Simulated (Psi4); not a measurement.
# PKZB/6-31+G(d) (sfX2C, density fitting, Cartesian functions) run of SiNH4F (SMILES N[SiH2]F)

What is the electrostatic solvation energy at fixed shape (ddPCM, carbon tetrachloride) of SiNH4F at PKZB/6-31+G* (sfX2C, density fitting, Cartesian functions)? 

The results are computed with Psi4 1.11.

### 1 The system as given

The species is SiNH4F (7 atoms), meant as a singlet with charge 0. SMILES: `N[SiH2]F`. The shape is that of a PBE0-D4/def2-TZVP (4 decimals) optimisation. This is one conformer, not always the lowest.

Bond lengths: N1–Si2 1.696 Å, Si2–F3 1.605 Å, N1–H4 1.006 Å, N1–H5 1.006 Å, Si2–H6 1.479 Å, Si2–H7 1.479 Å. Angles: N1–Si2–F3 114.6°, N1–Si2–H6 108.3°, N1–Si2–H7 108.3°, F3–Si2–H6 105.8°, F3–Si2–H7 105.8°, Si2–N1–H4 122.0°, Si2–N1–H5 122.0°, H6–Si2–H7 114.0°, H4–N1–H5 111.8°.

### 2 A single-point energy at PKZB/6-31+G(d) (sfX2C, density fitting, Cartesian functions)

Input file fh4nsi.sdf:

```

     RDKit          3D

  7  6  0  0  0  0  0  0  0  0999 V2000
   -0.7615    0.3390   -0.6252 N   0  0  0  0  0  0  0  0  0  0  0  0
    0.5311   -0.1157    0.3734 Si  0  0  0  0  0  4  0  0  0  0  0  0
    0.5151   -1.6539    0.8298 F   0  0  0  0  0  0  0  0  0  0  0  0
   -0.7866    0.1051   -1.6036 H   0  0  0  0  0  0  0  0  0  0  0  0
   -1.6822    0.5135   -0.2584 H   0  0  0  0  0  0  0  0  0  0  0  0
    0.4559    0.6762    1.6207 H   0  0  0  0  0  0  0  0  0  0  0  0
    1.7894    0.0680   -0.3823 H   0  0  0  0  0  0  0  0  0  0  0  0
  2  1  1  0
  3  2  1  0
  4  1  1  0
  5  1  1  0
  6  2  1  0
  7  2  1  0
M  END
$$$$
```

Input file run_ase.py:

```python
import numpy as np
from ase.calculators.psi4 import Psi4
from ase.io import read

a = read('fh4nsi.sdf')
calc = Psi4(atoms=a, method='pkzb', basis='6-31+G*', memory='1600MB', num_threads=1, charge=0, multiplicity=1, label='fh4nsi')
calc.psi4.set_options({'scf_type': 'mem_df', 'relativistic': 'x2c'})
a.calc = calc

print(f'energy: {a.get_potential_energy():.6f} eV')
```

The run is started by

```sh
$ python run_ase.py
```

fh4nsi.dat:

```text
[...]
  Running in c1 symmetry.
[...]
  Nuclear repulsion =  118.587946664010346
[...]
  Multiplicity = 1
[...]
  Nalpha       = 17
  Nbeta        = 17
[...]
    Number of basis functions: 69
[...]
    WARNING: The X2C and Dirac Hamiltonians have substatially different eigenvalues!
             This is probably caused by the recontraction of the basis set.
[...]
   @DF-RKS iter   1:  -446.21346829306987   -1.23076e-01   1.29235e-02 ADIIS/DIIS
[...]
   @DF-RKS iter   9:  -446.55076552495512   -5.87005e-09   2.48214e-07 DIIS
[...]
    Orbital Energies [Eh]
    ---------------------
    Doubly Occupied:
       1A    -65.616216     2A    -24.292908     3A    -14.026614
       4A     -5.137273     5A     -3.498096     6A     -3.495693
       7A     -3.494520     8A     -1.089452     9A     -0.800810
      10A     -0.499687    11A     -0.463530    12A     -0.407626
      13A     -0.379095    14A     -0.372458    15A     -0.326544
      16A     -0.290168    17A     -0.240717
[...]
  @DF-RKS Final Energy:  -446.55076552495512
   => Energetics <=
    Nuclear Repulsion Energy =            118.5879466640103459
    One-Electron Energy =                -853.7294854001364683
    Two-Electron Energy =                 327.7597446664897802
    DFT Exchange-Correlation Energy =     -39.1689714553187756
    Empirical Dispersion Energy =           0.0000000000000000
    VV10 Nonlocal Energy =                  0.0000000000000000
    Total Energy =                       -446.5507655249551249
[...]
 Multipole Moments:
 ------------------------------------------------------------------------------------
     Multipole            Electronic (a.u.)      Nuclear  (a.u.)        Total (a.u.)
 ------------------------------------------------------------------------------------
 L = 1.  Multiply by 2.5417464519 to convert [e a0] to [Debye]
 Dipole X            :          0.7899304           -1.2795139           -0.4895835
 Dipole Y            :         -3.6646553            4.0745897            0.4099344
 Dipole Z            :          1.6382966           -2.0888265           -0.4505299
 Magnitude           :                                                    0.7814828
[...]
```

Standard output:

```text
energy: -12151.265260 eV
```

Wall time 14 s (1 thread of Intel Xeon Platinum 8488C (Sapphire Rapids), shared host); peak memory 0.95 GiB.

### 3 A single-point energy at PKZB/6-31+G(d) (sfX2C, density fitting, Cartesian functions, ddPCM carbon tetrachloride)

Input file calc.py:

```python
import psi4

psi4.set_memory(1600000000)
psi4.set_num_threads(1)
psi4.set_output_file('run.log', False)

molecule = psi4.geometry("""
N     -1.43902644     0.64061716    -1.18145677
Si     1.00363354    -0.21864131     0.70562373
F      0.97339793    -3.12541804     1.56809474
H     -1.48645857     0.19861022    -3.03036481
H     -3.17889729     0.97037436    -0.48830523
H      0.86152614     1.27783281     3.06267913
H      3.38147593     0.12850138    -0.72244230
units au
symmetry c1
""")

psi4.set_options({
    'scf_type': 'mem_df',
    'relativistic': 'x2c',
    'ddx': True,
    'ddx_model': 'pcm',
    'ddx_solvent': 'carbontetrachloride',
    'ddx_radii_set': 'uff',
})

e_tot = psi4.energy('pkzb/6-31+G*', molecule=molecule)
print(f'total energy {e_tot:.8f} hartree = {e_tot * 27.211386:.5f} eV')
```

The run is started by

```sh
$ python calc.py
```

run.log:

```text
[...]
  Running in c1 symmetry.
[...]
  Nuclear repulsion =  118.587946701945725
[...]
  Multiplicity = 1
[...]
  Nalpha       = 17
  Nbeta        = 17
[...]
    Number of basis functions: 69
[...]
    WARNING: The X2C and Dirac Hamiltonians have substatially different eigenvalues!
             This is probably caused by the recontraction of the basis set.
[...]
   @DF-RKS iter   1:  -446.21697813396815   -1.26282e-01   1.29066e-02 DIIS/ADIIS
[...]
   @DF-RKS iter   9:  -446.55319539978490   -3.28805e-09   1.77814e-07 DIIS
[...]
    Orbital Energies [Eh]
    ---------------------
    Doubly Occupied:
       1A    -65.615351     2A    -24.296140     3A    -14.022646
       4A     -5.136382     5A     -3.497302     6A     -3.494713
       7A     -3.493609     8A     -1.092832     9A     -0.796438
      10A     -0.498890    11A     -0.458352    12A     -0.408429
      13A     -0.380811    14A     -0.374810    15A     -0.326821
      16A     -0.289922    17A     -0.238134
[...]
  @DF-RKS Final Energy:  -446.55319539978490
   => Energetics <=
    Nuclear Repulsion Energy =            118.5879467019457252
    One-Electron Energy =                -853.7408977024332444
    Two-Electron Energy =                 327.7714818421259224
    DFT Exchange-Correlation Energy =     -39.1692020998202466
    Empirical Dispersion Energy =           0.0000000000000000
    VV10 Nonlocal Energy =                  0.0000000000000000
    DD Solvation Energy =                 -0.0025241416030259
    Total Energy =                       -446.5531953997848973
[...]
 Multipole Moments:
 ------------------------------------------------------------------------------------
     Multipole            Electronic (a.u.)      Nuclear  (a.u.)        Total (a.u.)
 ------------------------------------------------------------------------------------
 L = 1.  Multiply by 2.5417464519 to convert [e a0] to [Debye]
 Dipole X            :          0.7513659           -1.2795139           -0.5281479
 Dipole Y            :         -3.6392060            4.0745897            0.4353838
 Dipole Z            :          1.6053413           -2.0888265           -0.4834851
 Magnitude           :                                                    0.8380078
[...]
```

On the terminal:

```text
total energy -446.55319540 hartree = -12151.33137 eV
```

It took 15 s on 1 thread of Intel Xeon Platinum 8488C (Sapphire Rapids), shared host; peak memory 0.95 GiB.

### 4 What came out

At PKZB/6-31+G* (sfX2C, density fitting, Cartesian functions):

| quantity | value |
| --- | --- |
| gas phase: total energy | -446.55077 Eh |
| gas phase: dipole moment | 1.99 D |
| gas phase: HOMO energy | -6.55 eV |
| gas phase: LUMO energy | -0.48 eV |
| gas phase: HOMO–LUMO gap | 6.07 eV |
| ddPCM, carbon tetrachloride: total energy | -446.55320 Eh |
| ddPCM, carbon tetrachloride: dipole moment | 2.13 D |
| ddPCM, carbon tetrachloride: HOMO energy | -6.48 eV |
| ddPCM, carbon tetrachloride: LUMO energy | -0.18 eV |
| ddPCM, carbon tetrachloride: HOMO–LUMO gap | 6.30 eV |
| ddPCM, carbon tetrachloride: solvent term in the energy | -6.6 kJ/mol |
| energy change from gas to solvent at fixed shape | -0.066 eV |

**Reading.** The solvent model (ddPCM, carbon tetrachloride) lowers the energy by 0.07 eV (−6.4 kJ/mol) at the same shape. It holds the electrostatic part alone, without cavity or dispersion terms.
